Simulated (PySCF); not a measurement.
# Löwdin shares of the frontier orbitals

P5 (charge -1).
Geometry (GFN2-xTB, Å), atoms numbered from 1 in this order:
```xyz
5
P5 angstrom
P      0.219    1.756   -0.182
P     -1.590    0.715   -0.330
P     -1.200   -1.313    0.010
P      0.851   -1.526    0.365
P      1.728    0.371    0.249
```

Computed with TDDFT wB97X-D/def2-SVPD, vertical, gas phase, core orbitals frozen in the response in PySCF 2.14.0, density-fitted response routines.

Kohn–Sham orbitals with the atoms that hold most of them (Löwdin shares over 4%, at most four atoms):

```
orbital  ε (eV)                           atoms
 HOMO-3   -4.19   P1 37%, P4 26%, P3 24%, P2 7%
 HOMO-2   -4.19  P5 34%, P2 33%, P3 16%, P4 14%
 HOMO-1   -4.03  P1 31%, P4 26%, P3 21%, P2 13%
   HOMO   -4.03  P5 31%, P2 27%, P3 19%, P4 14%
   LUMO    3.85  P4 31%, P5 30%, P3 17%, P1 15%
 LUMO+1    3.85  P2 33%, P1 25%, P3 23%, P5 10%
 LUMO+2    5.87  P1 27%, P3 22%, P4 22%, P5 14%
```

Within 0.005 eV of a neighbour in this list lie HOMO-3/HOMO-2, HOMO-1/HOMO and LUMO/LUMO+1 (point group found: D5h); within a degenerate set the shares of single atoms can hang on how the components are chosen.

Task: How does S1 compare with the orbital gap of 7.88 eV?

Result: S1 is at 3.61 eV (f = 0.0000), 4.27 eV below the gap, made of HOMO-3/HOMO-2→LUMO/LUMO+1 (≥97%). S1/S2 lie within about 0.01 eV of each other. Its leading pair isn't HOMO and LUMO; the energies of that pair differ by 8.04 eV. Without the coupling terms of the response equations the lowest excitation would equal the gap.

Next come S2 at 3.61 eV (f 0.0000), HOMO-3/HOMO-2→LUMO/LUMO+1 (≥97%); S3 at 3.66 eV (f 0.0000), HOMO-3/HOMO-2→LUMO/LUMO+1 (≥84%); S4 at 3.66 eV (f 0.0000), HOMO-3/HOMO-2→LUMO/LUMO+1 (≥84%); S5 at 3.82 eV (f 0.0000), HOMO-1/HOMO→LUMO/LUMO+1 (98%).

Orbitals of the list HOMO-3 to LUMO+2 that lie within 0.01 eV of each other are written together with a slash and their weights summed (≥ marks a lower bound); for degenerate orbitals outside that list single weights are arbitrary.

Löwdin shares depend on the basis, the more so with diffuse functions.

Rough CPU time on one thread of a shared machine: about 16 s.
